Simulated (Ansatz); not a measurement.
**N2H4 (triplet): wave-function methods side by side at distance N1–H4 along a hydrogen transfer = 0.942 Å, cc-pVDZ**

An exercise on one series of results from a longer session: the logs are not shown, and one member is left open.

Computed with Ansatz 0.2.0, Gaussian basis. Level: cc-pVDZ, core rule «outside noble gas», up to 2 orbitals frozen.

Plan: UHF; CCSD(T) on ROHF; CCSD(T) on UHF; BCCD(T) on ROHF; CISD; CCSDT(Q) on ROHF; CCSDT(Q) on UHF; CASSCF and MRCISD+Q, 4 electrons in 4 orbitals; CASSCF and NEVPT2, 4 electrons in 4 orbitals; CASSCF and NEVPT2, 10 electrons in 10 orbitals.

8 further runs of the same task are left out: 7 that didn't finish, 1 set aside as unsound or not needed.

## The geometry

The geometry derives from fragments relaxed apart (PBE0/def2-TZVP) and kept rigid, so it is no stationary point. A hydrogen atom is moved between rigid fragments.

6 atoms, charge 0, spin multiplicity 3.

Atoms are counted from 1 here; the program's logs count them from 0.

Bond lengths: N1–H2 1.012 Å, N1–H3 1.012 Å, N1–H4 0.942 Å, N5–H6 1.040 Å. Angles: H2–N1–H3 107.1°, H2–N1–H4 107.1°, H3–N1–H4 107.1°.

The first run:

The input, in.yaml:

```yaml
crystal:
  periodic: [false, false, false]
  atoms:
    - {symbol: N, position_ang: [-1.239018, 0.013798, -0.027687]}
    - {symbol: H, position_ang: [-1.536298, 0.981632, -0.027687]}
    - {symbol: H, position_ang: [-1.536297, -0.388500, 0.852572]}
    - {symbol: H, position_ang: [-0.297018, 0.013798, -0.027687]}
    - {symbol: N, position_ang: [1.363982, 0.013798, -0.027687]}
    - {symbol: H, position_ang: [1.633064, -0.990428, -0.027687]}
basis:
  gaussian: {orbitals: cc-pVDZ}
magnetization: {spin_polarized: true, initial_magnetization: 2}
hamiltonian: {xc: hf}
output: {orbitals: {seedname: orbitals}}
```

The run is started by

```sh
$ ansatz run in.yaml --threads 1 --pin off --events-out ev --progress --plain --max-ram 2393MiB
```

Steps of the session up to this table: UHF; CCSD(T) on ROHF; CCSD(T) on UHF; BCCD(T) on ROHF; CISD; CCSDT(Q) on ROHF; CCSDT(Q) on UHF; CASSCF and MRCISD+Q, 4 electrons in 4 orbitals; CASSCF and NEVPT2, 4 electrons in 4 orbitals; CASSCF and NEVPT2, 10 electrons in 10 orbitals.

One of the session's tables, all rows but one given; the rest of the session is left out.

| method | from UCCSDT(Q) (kJ/mol) |
| --- | --- |
| ROHF | +902.0 |
| UHF | +882.7 |
| RMP2 | ? |
| UMP2 | +110.6 |
| CISD | +85.9 |
| RCCSD | +18.5 |
| UCCSD | +18.2 |
| RCCSD(T) | +2.9 |
| UCCSD(T) | +2.8 |
| BCCD(T) | +2.9 |
| RCCSDT | +1.3 |
| UCCSDT | +1.2 |
| RCCSDT(Q) | +0.1 |
| UCCSDT(Q) | 0 |
| CASSCF pair | +841.0 |
| NEVPT2 pair | +103.9 |
| CASSCF valence | +658.9 |
| NEVPT2 valence | +122.2 |

Q: Estimate the row for RMP2 from the others.

As computed: from UCCSDT(Q) (kJ/mol): +110.8. In the column «from UCCSDT(Q) (kJ/mol)» it lies between UMP2 (+110.6) and NEVPT2 valence (+122.2).

Not comparable, so not listed: CASSCF and MRCISD+Q, 4 electrons in 4 orbitals (they don't share determinant, frozen orbitals or solution with the rows shown, or repeat one).

To keep in mind: Restricted and unrestricted rows rest on different reference determinants; where their highest levels disagree by more than a few hundredths of an eV, they describe different states and don't form one ladder. Warnings in the runs' records: passed over end.
